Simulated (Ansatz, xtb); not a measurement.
## Two isomers of C2H6S

We compare a, `CSC`, a singlet, with b, `C=[SH]C`, a singlet. Both are isolated molecules in the gas phase, relaxed with PBE0-D4/def2-TZVP.

a (Å):

```xyz
9

C    -0.4135   -1.5206    1.4514
C    -1.1042   -2.4475   -1.0315
S     0.2461   -1.5898   -0.2168
H    -1.3474   -0.9557    1.4843
H    -0.5757   -2.5224    1.8544
H     0.3259   -1.0103    2.0696
H    -2.0308   -1.8728   -0.9721
H    -0.8288   -2.5597   -2.0806
H    -1.2591   -3.4394   -0.6020
```

b (Å):

```yaml
atoms:
  - { symbol: C, position_ang: [-1.7817, -1.7658, 1.4217] }
  - { symbol: C, position_ang: [-0.3106, -2.1013, -0.9456] }
  - { symbol: S, position_ang: [-0.6490, -2.7083, 0.7188] }
  - { symbol: H, position_ang: [-2.4641, -2.3019, 2.0625] }
  - { symbol: H, position_ang: [-1.6537, -0.6974, 1.5227] }
  - { symbol: H, position_ang: [0.6568, -2.4446, 1.1165] }
  - { symbol: H, position_ang: [-1.1784, -2.3389, -1.5592] }
  - { symbol: H, position_ang: [-0.1585, -1.0225, -0.9206] }
  - { symbol: H, position_ang: [0.5833, -2.6023, -1.3254] }
```

Q: Estimate which is lower in electronic energy at CCSD(T)/def2-TZVP, and by roughly how much.

A: The CCSD(T)/def2-TZVP calculation puts structure a lower, by 59.5 kcal/mol.

How the difference moves with the method:

| level | geometry | E(b) − E(a) (kcal/mol) | departure from the last row (kcal/mol) | job, with rough time for the two |
| --- | --- | --- | --- | --- |
| GFN2-xTB | GFN2-xTB | +64.3 | +4.8 | optimisation, 0.12 s |
| HF/STO-3G | GFN2-xTB | +128.5 | +69.0 | single point, 0.16 s |
| r2SCAN-D4/def2-SVP | GFN2-xTB | +61.3 | +1.8 | single point, 2 s |
| PBE0-D4/def2-TZVP | PBE0-D4/def2-TZVP | +55.5 | −3.9 | optimisation, 26 s |
| HF/def2-TZVP | PBE0-D4/def2-TZVP | +64.9 | +5.4 | part of the CCSD(T) run |
| MP2/def2-TZVP | PBE0-D4/def2-TZVP | +58.5 | −1.0 | part of the CCSD(T) run |
| CCSD(T)/def2-TZVP | PBE0-D4/def2-TZVP | +59.5 |  | single point, 16 s |

As drawn, b has 1 C=S, 1 S–H in place of 1 C–S, 1 C–H.

The levels shown agree on the order. The largest departure from CCSD(T)/def2-TZVP is that of HF/STO-3G, 69.0 kcal/mol.

With harmonic frequencies from PBE0-D4/def2-TZVP (ideal gas, rigid rotor, one conformer each, 298.15 K, 1 atm): on the last row, ΔE + ΔZPE = +57.1, ΔH = +57.1, ΔG = +56.9 kcal/mol.

The correlated steps freeze 7 core orbitals. Mirror images aren't counted in ΔG. Codes used: Ansatz 0.2.0, xtb 6.7.1; the last row on 2 threads of Arm Neoverse V2 on a shared host.
